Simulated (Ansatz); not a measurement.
System: SnSe (Pnma, No. 62). Method: PBE (Ansatz, a first-principles code, PAW).

Numerical settings: plane-wave cutoff 520 eV, 4×8×8 k mesh (along the axes of the cell as run), Fermi–Dirac smearing 0.01 eV, scalar-relativistic PAW data made under PBE.

Computed at the level's own relaxed cell.

Estimate the bulk modulus B0 that the calculation returns.


- bulk modulus B0 = 21.8 GPa

Note: for a layered or molecular solid the relaxed cell lies over 5 % above the published volume, where the minimum can be shallow; the bulk modulus is −V dP/dV from two relaxed cells at ±2 % in volume; the cell comes from a level without a dispersion term, which matters for the spacing of layers, chains or molecules; the volume lies 7 % above that of the published cell.

Spin–orbit coupling is not included.

The computed numbers hold no vibrational or temperature effects.
